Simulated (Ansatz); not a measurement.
Input file:

```yaml
crystal:
  periodic: [false, false, false]
  atoms:
    - {symbol: Al, position_ang: [0.000000, -0.324511, 0.560701]}
    - {symbol: Be, position_ang: [0.000000, 0.723591, -1.507850]}
    - {symbol: H, position_ang: [0.000000, 1.112917, 1.270205]}
    - {symbol: H, position_ang: [0.000000, 1.104149, -2.797631]}
basis:
  gaussian: {orbitals: STO-3G, fitting: {mean_field: def2-universal-jkfit}}
magnetization: {spin_polarized: true, initial_magnetization: 1}
correlation: {method: ccsd, electrons: outside_noble_gas}
accuracy: high
```

```sh
$ ansatz run in.yaml --threads 1 --pin off --events-out ev --progress --plain --max-ram 2393MiB
```

The program prints:

```
215 factors; integrals over basis functions are off by at most 7.0e-3 eV
mean field evaluation 1: about -6923.4924 eV, gradient 1.1e1 eV
mean field evaluation 2: about -6925.1931 eV, gradient 3.6e0 eV
mean field evaluation 4: about -6925.4692 eV, gradient 5.1e-1 eV
mean field evaluation 8: about -6925.4793 eV, gradient 1.3e-8 eV
mean field evaluation 16: about -6918.5127 eV, gradient 9.4e-1 eV
mean field evaluation 32: about -6922.5142 eV, gradient 6.8e-1 eV
mean field evaluation 64: about -6922.5175 eV, gradient 5.0e-2 eV
mean field evaluation 96: about -6922.1211 eV, gradient 2.7e-1 eV
mean field evaluation 128: about -6920.4684 eV, gradient 7.6e0 eV
mean field -6925.47926420 eV, -254.5066687010 hartree, gradient 1.3e-8 eV, S^2 0.779118; 5 other end points of the search recorded, 0 dependent functions left out
determinant -6925.47926420 eV, -254.5066687010 hartree, with singles and doubles -6927.16084867 eV, -254.5684657902 hartree
determinant -6922.58980739 eV, -254.4004831215 hartree, with singles and doubles -6924.78957699 eV, -254.4813231636 hartree
determinant -6922.51763586 eV, -254.3978308670 hartree, with singles and doubles -6924.89303970 eV, -254.4851253479 hartree
determinant -6922.14460098 eV, -254.3841220877 hartree, with singles and doubles -6924.28671243 eV, -254.4628432318 hartree
6 core orbitals not correlated: weight in the atoms' cores, before any rotation towards them, 0.999 or more for the frozen orbitals, at most 0.000 for the correlated occupied ones
reference -6925.47926420 eV, -254.5066687010 hartree; 4, 3 occupied and 6, 7 virtual orbitals, 215 factors
second order -1.06430517 eV of doubles, -0.00000000 eV of singles
cycle   1  -1.68131813 eV  change    2.7e-4 eV  update   1.7e-3
...
cycle  13  -1.68211034 eV  change    1.3e-7 eV  update   6.8e-8
cycle  14  -1.68211033 eV  change    9.6e-9 eV  update   3.1e-8
cycle  15  -1.68211034 eV  change   -1.0e-8 eV  update   2.1e-8
cycle  16  -1.68211042 eV  change   -7.6e-8 eV  update   6.8e-8
cycle  17  -1.68211048 eV  change   -5.9e-8 eV  update   3.4e-8
cycle  18  -1.68211049 eV  change   -1.3e-8 eV  update   1.4e-8
cycle  19  -1.68211049 eV  change   -3.2e-9 eV  update   6.3e-9
cycle  20  -1.68211049 eV  change   -2.1e-9 eV  update   2.8e-9
cycle  21  -1.68211049 eV  change  -8.8e-10 eV  update   1.2e-9
cycle  22  -1.68211049 eV  change  -2.3e-10 eV  update  5.4e-10
Total energy: -6927.16137470 eV, -254.5684851215 hartree
```

Ran on 1 thread of AMD EPYC 9B14, shared host: 0.3 s wall, 0.08 GiB peak host memory.
